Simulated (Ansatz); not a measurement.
The input, for Ansatz 0.2.0:

```yaml
crystal:
  periodic: [false, false, false]
  atoms:
    - {symbol: Al, position_ang: [0.000000, 0.000000, 1.617200]}
    - {symbol: C, position_ang: [0.000000, 0.000000, -0.229400]}
    - {symbol: O, position_ang: [0.000000, 0.000000, -1.387800]}
basis:
  gaussian: {orbitals: cc-pVTZ}
magnetization: {spin_polarized: true, initial_magnetization: 5}
correlation: {method: ccsdt_q, electrons: outside_noble_gas}
```

```sh
$ ansatz run in.yaml --threads 2 --pin off --events-out ev --progress --plain --max-ram 15360MiB --backend cuda --devices 0, --max-vram 18GiB
```

Problem. Roughly how long does this take on 2 threads of AMD EPYC 7R13 with a shared H100 80 GB, shared host, and how much host memory?

Solution. 79 s wall and 1.6 GiB.

```
1134 factors; integrals over basis functions are off by at most 1.9e-7 eV
mean field evaluation 1: about -9641.1383 eV, gradient 1.5e1 eV
mean field evaluation 2: about -9641.1467 eV, gradient 1.5e1 eV
mean field evaluation 4: about -9643.2046 eV, gradient 2.8e0 eV
mean field evaluation 8: about -9643.3256 eV, gradient 1.2e-1 eV
mean field evaluation 16: about -9643.3549 eV, gradient 5.3e-1 eV
mean field evaluation 32: about -9643.4580 eV, gradient 5.6e-1 eV
mean field evaluation 64: about -9643.3258 eV, gradient 8.2e-2 eV
mean field evaluation 96: about -9643.3259 eV, gradient 4.6e-2 eV
mean field evaluation 128: about -9643.4776 eV, gradient 1.9e0 eV
mean field evaluation 160: about -9643.3259 eV, gradient 1.7e-3 eV
...
cycle  43  -9.48329714 eV  change   -5.0e-8 eV  update   4.9e-7
cycle   1  -9.48329515 eV  update   3.2e-7
cycle   2  -9.48329514 eV  change    1.7e-8 eV  update   2.7e-7
cycle   3  -9.48329500 eV  change    1.4e-7 eV  update   2.4e-7
cycle   4  -9.48329497 eV  change    2.6e-8 eV  update   2.2e-7
cycle   5  -9.48329528 eV  change   -3.1e-7 eV  update   2.0e-7
cycle   6  -9.48329560 eV  change   -3.2e-7 eV  update   1.8e-7
cycle   7  -9.48329557 eV  change    2.9e-8 eV  update   1.6e-7
cycle   8  -9.48329581 eV  change   -2.4e-7 eV  update   1.5e-7
cycle   9  -9.48329654 eV  change   -7.3e-7 eV  update   1.1e-7
perturbative correction -0.05462937 eV, -0.0020075923 hartree
Total energy: -9653.05297360 eV, -354.7431537057 hartree
```
